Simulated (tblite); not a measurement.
C4H4ClF.
Bonds: C1–C2, C2–C3 (double), C3–C4 (double), C4–F5, C4–Cl6. Hydrogens: H7, H8, H9 on C1; H10 on C2.

Structure optimised with GFN2-xTB, isolated species.

**Question.** What internal coordinates does the optimisation give?

**Answer.** 
| bond | length (Å) |
| --- | --- |
| C1–C2 | 1.494 |
| C2=C3 | 1.299 |
| C3=C4 | 1.295 |
| C4–F5 | 1.345 |
| C4–Cl6 | 1.735 |
| C1–H7, C1–H8, C1–H9 | 1.088 |
| C2–H10 | 1.084 |

Bonds in one row agree within 0.01 Å and their mean is given. A selection of angles:
| angle | degrees |
| --- | --- |
| C2–C1–H7 | 111.1 |
| C2–C1–H8 | 109.6 |
| H7–C1–H8 | 109.3 |
| H8–C1–H9 | 107.8 |
| C1–C2–C3 | 124.6 |
| C1–C2–H10 | 115.9 |
| C3–C2–H10 | 119.5 |
| C2–C3–C4 | 177.6 |
| C3–C4–F5 | 123.6 |
| C3–C4–Cl6 | 124.3 |
| F5–C4–Cl6 | 112.1 |

The C–C distances run from 1.295 Å (C3=C4, drawn double) to 1.494 Å (C1–C2, drawn single), a spread of 0.199 Å.

Point group: C1 (no symmetry element, even within 0.4 Å). Its GFN2-xTB frequencies are all real (lowest 96 cm⁻¹).

All values are computed, not measured.
